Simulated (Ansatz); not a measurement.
A nudged elastic band was laid between two geometries of H4Si + H5NSi (12 atoms, charge 0, multiplicity 1).

These are results of RKS B3LYP-D4/6-31G* in Ansatz, not measurements.

```json
{
 "movable images": "5",
 "climbing image": "yes",
 "spring": "5.0 eV/Å²",
 "optimiser": "quadratic models (default)",
 "start path": "through a guess of the saddle point",
 "force threshold": "0.03 eV/Å",
 "iteration limit": "60",
 "end points": "relaxed"
}
```

First end point:

```xyz
12
Properties=species:S:1:pos:R:3
Si 0.391 0.122 -0.223
H 0.744 -0.395 1.123
H 1.659 0.312 -0.988
H -0.282 1.441 -0.134
H -0.444 -0.854 -0.967
N -2.260 -0.348 1.420
H -2.892 -0.732 0.727
Si -2.707 1.144 2.203
H -3.848 1.066 3.168
H -1.520 1.636 2.950
H -3.093 2.105 1.136
H -1.887 -1.097 1.993
```

Last end point:

```xyz
12
Properties=species:S:1:pos:R:3
Si -0.435 0.507 -0.395
H -0.695 -2.347 2.652
H 0.608 1.258 0.346
H -0.735 1.252 -1.652
H 0.073 -0.835 -0.789
N -1.806 0.317 0.665
H -2.469 -0.401 0.388
Si -2.339 1.370 1.947
H -2.934 0.562 3.046
H -1.151 2.112 2.437
H -3.368 2.365 1.526
H -0.889 -1.761 2.235
```

Which bonds break or form, and what moves?

Bonds broken: Si1–H2, N6–H12. Bonds formed: Si1–N6, H2–H12. H4Si + H5NSi becomes H2 + H7NSi2.

Give the energies along the band, and the barrier.

It converged. The highest image is number 2 of 0 to 6, 2.04 eV above the first end and 2.26 eV above the last; the last end lies 0.22 eV below the first. Neighbouring images differ by up to 1.9 eV, so the band resolves the path poorly. A vibrational analysis at the climbing image gives one clearly imaginary mode, 1464i cm⁻¹: a first-order saddle point. The orbitals stay closed-shell, which can raise the energy where a bond breaks towards radicals; this wasn't checked here.

| image | path coordinate (Å) | energy (eV) | Si1–H2 (Å) | N6–H12 (Å) | Si1–N6 (Å) |
| --- | --- | --- | --- | --- | --- |
| 0 | 0.00 | 0.00 | 1.48 | 1.01 | 3.15 |
| 1 | 1.73 | 0.34 | 1.49 | 1.01 | 2.93 |
| 2 | 3.46 | 2.04 | 1.90 | 1.20 | 1.92 |
| 3 | 4.39 | 0.18 | 2.58 | 1.99 | 1.76 |
| 4 | 5.32 | -0.19 | 3.40 | 2.60 | 1.74 |
| 5 | 6.25 | -0.21 | 3.91 | 2.79 | 1.74 |
| 6 | 7.18 | -0.22 | 4.18 | 2.76 | 1.74 |

What is the geometry of the highest image?


```xyz
12
Properties=species:S:1:pos:R:3
Si -0.359 0.098 -0.079
H 0.103 -1.138 1.293
H 0.748 0.938 0.435
H -1.104 1.060 -0.980
H -0.047 -1.012 -1.012
N -1.847 -0.115 1.119
H -2.606 -0.637 0.672
Si -2.406 1.250 2.139
H -3.551 0.790 2.960
H -1.252 1.609 2.994
H -2.813 2.407 1.306
H -1.006 -0.848 1.561
```

The band took 29 iterations and about 4 core-minutes.

Run time: 4.3 min on 1 thread of Intel(R) Xeon(R) 6975P-C (Granite Rapids) (shared host), peak memory 0.16 GiB.
